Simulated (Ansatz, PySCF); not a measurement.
Wanted: the gas-phase enthalpy of formation of CCCl at 298 K. Reaction (SMILES): CCCl + C (CH4) -> CC (C2H6) + CCl (CH3Cl); bond separation energy.

Geometries: B3LYP-D3(BJ)/def2-TZVP minima from Ansatz (a first-principles code). Correlated levels leave the core frozen unless marked. UHF or UKS for open shells. No spin-orbit coupling. Non-relativistic. CBS(X,Y): correlation extrapolated as X^-3; Hartree-Fock from the larger set. The bracket is a focal-point correction in the basis named. Thermal terms are rigid-rotor harmonic-oscillator values from B3LYP-D3(BJ) frequencies (PySCF) at 298.15 K and 1 atm. 1 Eh = 627.5095 kcal/mol. PBE is always shown; the other two functionals were drawn at random. The atomisation route leaves out scalar relativity and anharmonic zero-point terms, the atoms' spin-orbit terms, and in the frozen-core level the core correlation. Atomic data: G2/97 table in ASE.

Tabulated enthalpies of formation of the partners: C (CH4) -17.8 kcal/mol, ATcT 1.112; CC (C2H6) -20.0 kcal/mol, ATcT 1.112; CCl (CH3Cl) -19.7 kcal/mol, ATcT 1.112.

```
level                                                                   computed ΔH of the reaction (kcal/mol)  ΔHf by atomisation and measured atoms (kcal/mol)
----------------------------------------------------------------------  --------------------------------------  ------------------------------------------------
PBE/def2-TZVPD (Ansatz)                                                                                    4.3                                             -35.4
B3LYP-D3(BJ)/def2-TZVPD (Ansatz + dftd3)                                                                   4.6                                             -26.5
PBE0-D4/def2-TZVPD (Ansatz + dftd4)                                                                        4.4                                             -30.1
RI-MP2/CBS(cc-pV(T+d)Z,cc-pV(Q+d)Z)+[CCSD(T)-MP2]/cc-pV(T+d)Z (Ansatz)                                     4.6                                             -27.2
```

Question: Derive ΔHf from the reaction at each level, and compare how far the levels part by the two routes.

Answer: 
The partners sum to -21.9 kcal/mol (products minus other reactants), so ΔHf = (-21.9 - ΔH):
- PBE/def2-TZVPD: -26.2; errors +0.4 by the reaction, -8.8 by atomisation
- B3LYP-D3(BJ)/def2-TZVPD: -26.5; errors +0.1 by the reaction, +0.1 by atomisation
- PBE0-D4/def2-TZVPD: -26.3; errors +0.3 by the reaction, -3.5 by atomisation
- RI-MP2/CBS(cc-pV(T+d)Z,cc-pV(Q+d)Z)+[CCSD(T)-MP2]/cc-pV(T+d)Z: -26.5; errors +0.1 by the reaction, -0.6 by atomisation
All levels span 0.3 kcal/mol by the reaction and 8.9 by atomisation; without PBE they span 0.2 and 3.6. The errors are against the measured -26.6 kcal/mol (ATcT 1.112).
